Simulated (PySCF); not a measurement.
Can point charges reproduce the dipole moment of dimethoxymethane (`COCOC`)?

Coordinates (GFN2-xTB, dihedral held, Å) and charges (e) from the PBE0/pcSseg-1 density (PySCF):

| atom | x | y | z | Mulliken | IAO | Hirshfeld | ESP-fitted |
| --- | --- | --- | --- | --- | --- | --- | --- |
| C1 | -2.207 | 0.687 | 0.252 | -0.0403 | -0.2018 | -0.0390 | -0.1206 |
| O2 | -0.889 | 0.401 | 0.653 | -0.5303 | -0.4091 | -0.1520 | -0.3455 |
| C3 | 0.119 | 1.061 | -0.072 | +0.3017 | +0.1391 | +0.0674 | +0.3900 |
| O4 | 0.979 | 0.173 | -0.706 | -0.5069 | -0.3894 | -0.1554 | -0.3892 |
| C5 | 1.729 | -0.624 | 0.188 | -0.0369 | -0.2093 | -0.0446 | -0.1123 |
| H6 | -2.440 | 1.750 | 0.387 | +0.0941 | +0.1228 | +0.0373 | +0.0644 |
| H7 | -2.853 | 0.093 | 0.896 | +0.1213 | +0.1598 | +0.0516 | +0.1078 |
| H8 | -2.381 | 0.410 | -0.793 | +0.1002 | +0.1270 | +0.0400 | +0.1001 |
| H9 | 0.684 | 1.694 | 0.639 | +0.0834 | +0.1097 | +0.0293 | +0.0027 |
| H10 | -0.303 | 1.689 | -0.865 | +0.0992 | +0.1333 | +0.0436 | +0.0252 |
| H11 | 2.373 | 0.003 | 0.817 | +0.0847 | +0.1207 | +0.0359 | +0.0737 |
| H12 | 1.071 | -1.218 | 0.827 | +0.1105 | +0.1401 | +0.0357 | +0.0849 |
| H13 | 2.341 | -1.279 | -0.428 | +0.1192 | +0.1571 | +0.0500 | +0.1187 |

Task: Compute μ = Σ q r for each scheme (1 e·Å = 4.803 D) and compare with the dipole of the full density.

Result: The full density gives (-0.59, 0.70, 0.36) D, 0.98 D in size; dipole vectors point from the negative to the positive end.

```csv
scheme,μx,μy,μz,size (D),share of the full size (%),angle to the full dipole (°)
Mulliken,-0.74,1.22,0.55,1.53,156,8
IAO,-0.66,1.10,0.48,1.37,140,9
Hirshfeld,-0.41,0.42,0.17,0.61,62,7
ESP-fitted,-0.58,0.72,0.34,0.99,101,2
```

Task: Which set comes closest?

Result: Length of the difference vector: ESP-fitted 0.03 D, Hirshfeld 0.38 D, IAO 0.42 D, Mulliken 0.57 D. Closest: ESP-fitted. 

Task: What is left for the Hirshfeld atoms' own dipoles?

Result: The Hirshfeld atoms' densities add up to the full density, so μ = Σ q r + Σ (atomic dipoles). The atomic dipoles sum to (-0.59, 0.70, 0.36) − (-0.41, 0.42, 0.17) = (-0.18, 0.28, 0.19) D, 0.38 D in size.

Task: With the origin at the mean of the coordinates, (-0.137, 0.372, 0.138) Å, which are the largest single terms, by size, of the ESP-fitted dipole along the direction of the full one?

Result: O4 +2.09, H13 -1.63, O2 -1.09, C5 +0.97, H7 +0.88 D; all 13 atoms together +0.99 D. The single terms depend on the origin, their sum doesn't.

Task: Give the size of the full dipole in other units.

Result: 0.98 D = 0.386 au = 0.204 e·Å = 3.27 × 10⁻³⁰ C·m.

The geometry is a constrained GFN2-xTB structure with the dihedral O4–C3–O2–C1 held at 240°, isolated molecule; it need not be a minimum.
